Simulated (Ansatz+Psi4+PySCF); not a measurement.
Two shapes of doublet C2H2N.

Shape 1:

```xyz
5

C     1.1821   -0.0637    0.0862
C    -0.2728    0.0147   -0.0199
N    -1.4463    0.0779   -0.1054
H     1.6269    0.9106   -0.1247
H     1.4691   -0.3712    1.0935
```

Shape 2:

```xyz
5

C    -0.0074    0.0179   -1.1921
C    -0.0104    0.0113    0.2610
N     0.0166   -0.0051    1.4424
H     0.9051   -0.5173   -1.5709
H    -0.8973   -0.5269   -1.5723
```

Basis set: cc-pVTZ (spherical functions). Correlated methods keep 3 orbitals frozen. Correlation on ROHF uses semicanonical orbitals with singles. Charge 0, multiplicity 2.

Computed with Ansatz (development build ahead of 0.2.0) and Psi4 1.11; each method stands on the lowest determinant of its kind that the runs found.

**Question.** Which shape is lower in energy, and by how much in each method?

**Answer.**

```tsv
method	E(2) − E(1) (eV)
ROHF	0.099
UHF	0.087
ROHF-MP2	0.061
UHF-MP2	0.086
```

Shape 1 is lower. Caution for UHF, UHF-MP2: the unrestricted determinant is spin contaminated.
